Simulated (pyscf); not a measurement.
Optimised with ωB97X-D3(BJ)/def2-SVP in PySCF. Correlated levels are frozen-core, on RHF or UHF. ΔMP2 is the change of the MP2 total energy from the triple- to the quadruple-zeta basis.

### Question
What are the homolytic bond dissociation enthalpies (298 K) of `[SiH3][AsH2]` at CCSD(T)/def2-TZVPP + ΔMP2(QZVPP), weakest first?

### Answer
As–Si to SiH₃• + AsH₂•: 275.0 kJ/mol; As–H to H₃Si–AsH• + H•: 312.9 kJ/mol; H–Si to •H₂Si–AsH₂ + H•: 372.6 kJ/mol. Ring and multiple bonds, and those that leave no two simple radicals, are not listed. •H₂Si–AsH₂ lies 68.9 kJ/mol over its isomer H₃Si–AsH•, and others may lie lower still (electronic energy, ωB97M-D3(BJ)). Other isomers of H₃Si–AsH• were not searched in full and may lie lower. The CCSD(T) − MP2 part came from Ansatz, without density fitting, on the same reference. The frozen core leaves the outer d or s,p core shells of the metals and heavy elements correlated in the MP2 and CC values, and def2-TZVPP describes them poorly, which can shift differences by a few kcal/mol. Elements up to Kr have no core potential and no relativistic terms here.
